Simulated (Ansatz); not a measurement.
A made-up structure of CH6BSi (charge +1), singlet:

C1  (-0.788, 0.973, -0.708)
B2  (0.633, -1.178, 1.172)
Si3  (0.427, 0.126, -0.332)
H4  (-1.250, 0.381, -1.524)
H5  (-0.503, 1.914, -1.185)
H6  (-1.557, 1.132, 0.046)
H7  (1.623, 0.094, -1.097)
H8  (0.376, -2.296, 1.085)
H9  (1.147, -0.908, 2.165)
(Å)

It is relaxed with PBE-D4/def2-SVP and then PBE0-D4/def2-TZVP (Ansatz 0.2.0). Atoms count as bonded within 1.22 times the sum of their covalent radii (H–H: 0.88 Å). The end point is not checked to be a true minimum.

(1) Does its bonding change? (A judgement: the text doesn't fix the answer.)

## Answers

(1) The calculation gives: No: no bond forms or breaks.

Where it ends: The first stage lowers the energy by 1.86 eV in 13 steps. It ends as CH₆BSi ([BH2][SiH][CH3]), total charge +1:
| atom | x (Å) | y (Å) | z (Å) |
| --- | --- | --- | --- |
| C1 | -0.8830 | 0.9860 | -0.7698 |
| B2 | 0.7169 | -1.2127 | 1.2649 |
| Si3 | 0.5502 | -0.0581 | -0.3499 |
| H4 | -1.2542 | 0.6855 | -1.7591 |
| H5 | -0.5377 | 2.0233 | -0.8781 |
| H6 | -1.6905 | 0.9380 | -0.0401 |
| H7 | 1.6757 | -0.0263 | -1.3125 |
| H8 | 0.3396 | -2.3412 | 1.2111 |
| H9 | 1.1913 | -0.7559 | 2.2572 |

Labels in which every atom is bracketed show which atoms are joined, not bond orders.

For scale, one of the runs: PBE0-D4/def2-TZVP relaxation, 135 basis functions, launched by `ansatz run in.yaml --threads 2 --pin off --events-out ev --progress --plain --max-ram 4352MiB`. The run took about 25 s on 2 CPU threads of an Arm Neoverse V2 (shared host).
